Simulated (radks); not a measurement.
# P³⁺ in [He] 2s2 2p5 3s2 3d1: an all-electron calculation

The task here is to estimate one member of a computed series from the others.

The numbers are computed with radks (a radial shooting solver on a logarithmic mesh, Libxc functionals) version 1 (non-relativistic Kohn-Sham, LDA (Slater exchange, Perdew-Wang correlation), spin-polarised, spherical densities, point nucleus; open shells are filled with parallel spins first), except any that are marked as measured or tabulated.

### The system

```
element       : phosphorus (Z = 15)
charge        : +3
electrons     : 12
configuration : [He] 2s2 2p5 3s2 3d1
```

The outer shells:

P³⁺
```
[He] core
2s [↑↓]
2p [↑↓][↑↓][↑ ]
3s [↑↓]
3d [↑ ][  ][  ][  ][  ]
```

Set-up of the first run:

Input:

```text
Z 15
configuration [He] 2s2 2p5 3s2 3d1
relativity non-relativistic
functional lda,pw
spin polarised
nucleus point
```

Command:

```
python run_ks.py task.json out
```

This one command runs every case of the session in turn.

One table of the session follows, with a row left open; its other results are not shown here.

It belongs to the step «Orbitals and density». From the orbitals of this run (lengths in bohr):

| level | <r> | outermost maximum (interpolated) | 90 % within | nodes |
| --- | --- | --- | --- | --- |
| 1s up | 0.1043 | 0.0682 | 0.186 | 0 |
| 1s down | 0.1042 | 0.0682 | 0.186 | 0 |
| 2s up | 0.5086 | 0.415 | 0.795 | 1 |
| 2s down | 0.5102 | 0.416 | 0.798 | 1 |
| 2p up | 0.4641 | 0.345 | 0.770 | 0 |
| 2p down | 0.4666 | 0.346 | 0.775 | 0 |
| 3s up | 1.566 | 1.39 | 2.32 | 2 |
| 3s down | 1.577 | 1.39 | 2.33 | 2 |
| 3d up | 1.916 | 1.57 | 3.01 | 0 |
| 3d down | ? | ? | ? | ? |

**Question.** Estimate the row for 3d down.

The run gave: <r>: 1.957; outermost maximum (interpolated): 1.59; 90 % within: 3.08; nodes: 0. In the column «<r>» it is the highest.
